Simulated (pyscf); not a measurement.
HO–Si(OH)(F)–F + HF + HF -> HO–Si(F)(F)–F + H₂O + HF, a multi-bond step (singlet surface; O–Si, F–H, F–H broken, F–Si, H–O, F–H formed). Single points on ωB97X-D3(BJ)/def2-SVP structures (PySCF, gas phase). Energies in eV from the separated reactants.

Small-basis levels: PySCF, no dispersion term, spherical d functions. AM1 to PM7: differences of heats of formation from MOPAC. GFN2-xTB: tblite. Cost: rough CPU time at the saddle relative to B3LYP/6-31G*, from one job on a shared machine.

```csv
level,barrier,reaction energy,cost
HF/STO-3G,-1.28,-0.33,0.05
HF/3-21G,-2.05,-0.30,0.07
HF/6-31G*,0.04,-0.56,0.1
MP2/6-31G*,-0.80,-0.57,0.2
SVWN5/6-31G*,-2.41,-0.56,1
BP86/6-31G*,-1.22,-0.61,1
B3LYP/3-21G,-3.21,-0.44,0.6
B3LYP/LANL2DZ,-1.30,-0.05,0.7
B3LYP/6-311+G**,-0.09,-0.26,1
GFN2-xTB,-0.03,-0.39,under 0.02
AM1,1.96,-0.68,under 0.02
PM6,0.89,-0.60,under 0.02
ωB97M-D3(BJ)/def2-TZVP,-0.28,-0.35,–
```

Against the last row the barrier runs from -2.93 (B3LYP/3-21G) to +2.24 eV (AM1). ωB97M-D3(BJ)/def2-TZVP has limits of its own. On the reactant side the descent ends in a bound adduct, 0.91 eV under the separated species and 0.64 eV under the saddle at ωB97X-D3(BJ)/def2-TZVP. On the product side the descent ends in an adduct with a O–Si contact, 0.23 eV under the separated species and 0.30 eV under the saddle at ωB97X-D3(BJ)/def2-TZVP. At ωB97M-D3(BJ) the saddle lies under the separated reactants, which points to a path from their complex (located at ωB97X-D3(BJ) alone). What is counted as broken (O–Si) persists as a longer contact in the product adduct; parting that adduct is a step of its own. One saddle was located; it need not be the lowest between these sides.
